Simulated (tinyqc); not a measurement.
Geometry optimisation on the LDA (VWN5)/sto-6g surface (energies and gradients from PySCF), for HF, spin multiplicity 1, step by step. Computed by tinyqc, a small Python program that keeps every step (integrals from PySCF). Settings: charge = 0, multiplicity = 1, basis = sto-6g, functional = lda,vwn, optimiser = bfgs, first Hessian = 0.3, largest step = 0.3, iteration cap = 30. Command: `OMP_NUM_THREADS=1 python tinyqc.py 31183 31184 out.jsonl` (the two numbers bound the seeds that draw the settings). One thread of a shared host (Intel(R) Xeon(R) Processor @ 2.60GHz), about 1 s of CPU time with the checks.

## Step 1: energy and gradient

positions at the start (bohr):
```
           x         y         z
1F  0.000000  0.000000  0.000000
2H  0.000000  0.000000  1.557134
```

Self-consistent energy and analytic gradient at these positions.

energy = -99.14294019 hartree

gradient (hartree/bohr):
```
             x           y            z
1F  0.00000000  0.00000000   0.30236747
2H  0.00000000  0.00000000  -0.30236782
```

## Step 1: move

Quasi-Newton step p = -H^(-1) g (first H = 0.3 times the unit matrix); steps longer than 0.3 bohr are cut back (factor 0.210 here).

positions after step 1 (bohr):
```
           x         y          z
1F  0.000000  0.000000  -0.212132
2H  0.000000  0.000000   1.769266
```

## Step 2: energy and gradient

As before.

energy = -99.18220646 hartree

gradient (hartree/bohr):
```
             x           y            z
1F  0.00000000  0.00000000  -0.04135285
2H  0.00000000  0.00000000   0.04135764
```

## Step 2: move

inverse Hessian in use (bohr^2/hartree):
```
          1         2         3         4         5         6
1  3.333333  0.000000  0.000000  0.000000  0.000000  0.000000
2  0.000000  3.333333  0.000000  0.000000  0.000000  0.000000
3  0.000000  0.000000  1.975271  0.000000  0.000000  1.358087
4  0.000000  0.000000  0.000000  3.333333  0.000000  0.000000
5  0.000000  0.000000  0.000000  0.000000  3.333333  0.000000
6  0.000000  0.000000  1.358087  0.000000  0.000000  1.975222
```

Quasi-Newton step p = -H^(-1) g (the inverse Hessian comes from BFGS updates; coordinates in the order x, y, z of each atom); steps longer than 0.3 bohr are cut back.

positions after step 2 (bohr):
```
           x         y          z
1F  0.000000  0.000000  -0.186616
2H  0.000000  0.000000   1.743737
```

## Convergence

Stop when the largest gradient component is below 3e-5 hartree/bohr. The inverse Hessian follows the BFGS update with s = step, y = change of gradient.

Course of the optimisation:

| step | E (hartree) | largest gradient (hartree/bohr) |
|---|---|---|
| 1 | -99.14294019 | 3.02e-01 |
| 2 | -99.18220646 | 4.14e-02 |
| 3 | -99.18379348 | 2.02e-02 |
| 4 | -99.18421834 | 3.50e-03 |
| 5 | -99.18423006 | 2.38e-04 |
| 6 | -99.18423011 | 3.48e-06 |

Final distances (angstrom):

| pair | distance |
|---|---|
| 2H-1F | 0.999177 |

Converged in 6 steps.
